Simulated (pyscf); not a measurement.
Structures and frequencies: ωB97X-D3(BJ)/def2-SVP in PySCF.

### Question
For the elementary gas-phase step SnH₄ + HCl -> Cl–SnH₃ + H₂ (singlet surface; H–Sn, Cl–H broken, Cl–Sn, H–H formed), what barrier and reaction energy does ωB97M-D3(BJ)/def2-TZVP give, measured from the separated reactants?

### Answer
ΔE‡ = 30.0 kcal/mol, ΔE = -16.1 kcal/mol. Zero-point energy shifts the barrier by +0.6 kcal/mol. It is a four-centre exchange, with an imaginary mode of 1141i cm⁻¹. This is the saddle that the search found; another between the same sides may lie lower. Elements past Kr carry the def2 core potentials, without spin-orbit coupling.
